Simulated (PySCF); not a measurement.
**Working out the ionisation energy of C**

C [He] 2s2 2p2 (3P) → C⁺ [He] 2s2 2p1 (2P). All numbers are calculated (PySCF 2.14, the non-relativistic Hamiltonian (point nucleus), in cc-pVTZ). Frozen: 1s2. Energies in hartree (1 hartree = 27.21139 eV):

```csv
part,C (lower),C⁺ (upper)
UHF,-37.691569,-37.294746
CCSD correlation,-0.087156,-0.074521
(T),-0.002037,-0.001148
```

**Question.** What does Hartree-Fock give?

**Answer.** (-37.294746) − (-37.691569) = 0.396823 hartree = 10.798 eV.

**Question.** What do CCSD and CCSD(T) give?

**Answer.** The CCSD correlation energies differ by 0.012635 hartree = 0.344 eV and the triples by 0.000889 hartree = 0.024 eV, so CCSD gives 11.142 eV and CCSD(T) 11.166 eV.

Measured between the centres of the two terms (NIST): 11.262 eV, so CCSD(T) (valence) is off by -0.096 eV.

What remains against the reference includes basis incompleteness, the frozen core and higher excitations.
